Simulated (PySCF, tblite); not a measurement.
Complex of hydrogen cyanide and dimethyl sulfide

A gas-phase complex of hydrogen cyanide and dimethyl sulfide; neutral, singlet. The structure comes from a short search (6 tight-binding starts) and was relaxed by PBE0-D3(BJ)/def2-SVPD; another way of binding may lie lower. No frequency run checks that it is a minimum.

| part | name | SMILES | atoms | charge | multiplicity |
| --- | --- | --- | --- | --- | --- |
| 1 | hydrogen cyanide | C#N | 1–3 | 0 | 1 |
| 2 | dimethyl sulfide | CSC | 4–12 | 0 | 1 |

```xyz
12

C     0.417    0.299   -0.368
N     0.700   -0.790   -0.114
H     0.179    1.341   -0.606
C     2.071    3.325   -1.656
S     0.517    3.688   -0.812
C     1.100    3.686    0.896
H     2.825    4.090   -1.425
H     1.870    3.339   -2.735
H     2.459    2.333   -1.378
H     0.242    3.930    1.536
H     1.879    4.447    1.041
H     1.493    2.700    1.187
```
Atoms count from 1 in this order.

| contact | kind (by geometry) | distance (Å) | angle (°) |
| --- | --- | --- | --- |
| H3···S5 | C–H hydrogen bond | 2.380 | 158 |

Interaction energies are complex less parts, with the parts frozen as they stand in it; counterpoise-corrected, in kcal/mol (PySCF).

(1) How strongly do the parts interact, level by level?

(2) What holds them together? Decompose the wB97M-D3(BJ)/def2-SVPD energy: frozen parts, their antisymmetrised product, then relaxation.

The orbital term holds the superposition error of 1.2 kcal/mol.

The parts were also relaxed and run alone, at the levels used for the complex: shieldings by PBE0/pcSseg-2; core levels by delta-SCF with SCAN, pcX-2 on the ionised atom and pcseg-1 elsewhere, spin-free X2C (2p3/2 is the spin-free 2p value less a third of a first-order spin-orbit splitting).

Values alone: C1–H3 bond (Å): 1.078; shielding of H3 (ppm): 28.66; shielding of S5 (ppm): 577.0; shielding of C1 (ppm): 70.0; S5 2p3/2 core level (eV): 169.17.

(3) How do these values change when the complex forms?

## Answers

(1) 
```json
{"level": "wB97M-D3(BJ)/def2-SVPD", "interaction": "-4.96", "superposition error removed": "-1.23"}
{"level": "PBE0-D3(BJ)/def2-SVPD", "interaction": "-5.60", "superposition error removed": "-1.18"}
```

(2) electrostatic -7.5, Pauli repulsion +8.5, orbital relaxation -5.4, dispersion correction -1.8 kcal/mol, which sum to the value before the counterpoise correction; the Pauli term holds the exchange-correlation of the frozen density too. Of the attraction, 51 % is electrostatic, 37 % is orbital relaxation, 12 % is dispersion correction.

(3) 
| property | alone | in the complex | change |
| --- | --- | --- | --- |
| C1–H3 bond (Å) | 1.078 | 1.095 | +0.017 |
| shielding of H3 (ppm) | 28.66 | 25.54 | -3.12 |
| shielding of S5 (ppm) | 577.0 | 583.2 | +6.2 |
| shielding of C1 (ppm) | 70.0 | 65.8 | -4.1 |
| S5 2p3/2 core level (eV) | 169.17 | 169.77 | +0.60 |
